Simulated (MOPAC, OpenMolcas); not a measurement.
**How methods differ on SiH3O (SMILES O[SiH2])**

SiH3O has 5 atoms, charge 0, and is taken as a doublet. As SMILES, `O[SiH2]`. Geometry: relaxed at GFN2-xTB. This is one conformer, not always the lowest.

```xyz
5

O     0.5573   -0.4338    0.7985
Si    0.0019    0.3419   -0.5339
H     0.7257   -1.3707    0.8148
H    -1.2448   -0.2536   -1.0008
H    -0.0401    1.7160   -0.0786
```

Each level gives the dipole moment (D). The values are calculated.

| level | kind | program | value (D) | CPU time |
| --- | --- | --- | --- | --- |
| PM6 | semi-empirical | MOPAC | 1.39 | under 2 s |
| ROHF/STO-3G | Hartree–Fock | OpenMolcas | 1.66 | 3 s |
| USVWN5/STO-3G | LDA | OpenMolcas | 1.37 | 4.8 s |
| UPBE/STO-3G | GGA | OpenMolcas | 1.36 | 6.1 s |
| U-r2SCAN/STO-3G | meta-GGA | OpenMolcas | 1.36 | 8.5 s |
| UB3LYP/STO-3G | global hybrid | OpenMolcas | 1.35 | 6.6 s |

The values span 1.35 to 1.66 D. All rows use very small basis sets, so even the best lies far from the true value. Sets without polarisation functions give poor dipoles. Times are those of the runs behind each value, whatever else they computed, on shared processors of several kinds: orders of magnitude only.
